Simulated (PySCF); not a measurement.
## How methods differ on the ionisation energy of Be

Be [He] 2s2 (1S) → Be⁺ [He] 2s1 (2S), as a difference of total energies. Calculation: PySCF 2.14, in aug-cc-pVDZ-DK; the spin-free X2C one-electron Hamiltonian (Gaussian nucleus). Correlated levels: valence: 1s2 frozen. The calculations carry no spin-orbit coupling.

| method | ionisation energy (eV) | error (eV) |
| --- | --- | --- |
| UHF | 8.076 | -1.247 |
| PBE | 9.041 | -0.282 |
| M06-L | 8.910 | -0.413 |
| MP2 (valence) | 8.777 | -0.546 |
| SCS-MP2 (valence) | 8.917 | -0.406 |
| CCSD (valence) | 9.287 | -0.036 |

Reference: 9.323 eV (measured; NIST Atomic Spectra Database, ionization energies).

Errors of the correlated levels include the incompleteness of this basis and the frozen core.

With two correlated electrons CCSD is exact in that space.
